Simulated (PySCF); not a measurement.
H2Si, SMILES [SiH2] (connectivity only; charge and spin as stated), charge +1, multiplicity 2. Atoms are numbered in the order given.

```xyz
3

Si     0.0000     0.0000    -0.0947
H      0.0000    -1.3007     0.6626
H      0.0000     1.3007     0.6626
```
Charge +1, spin multiplicity 2.

Geometry: PBE-D3(BJ)/def2-TZVPD. The isomer is the one that the SMILES or the coordinates give; other isomers of the formula were not compared.

These are PySCF with CAM-B3LYP/def2-TZVPD values and carry that method's errors.

| Item | Result |
|---|---|
| total energy | -290.28798 hartree |
| point group | C2v |
| α spin, highest occupied and lowest empty level | -16.20 and -9.40 eV |
| β spin, highest occupied and lowest empty level | -18.90 and -9.84 eV |
| dipole moment about the centre of nuclear charge | 0.00 D |
| mean static polarisability | 21.7 bohr³ (3.22 Å³) |
| polarisability, principal values | 19.3, 20.3, 25.5 bohr³ |
| ⟨S²⟩ | 0.753 (pure state 0.75) |
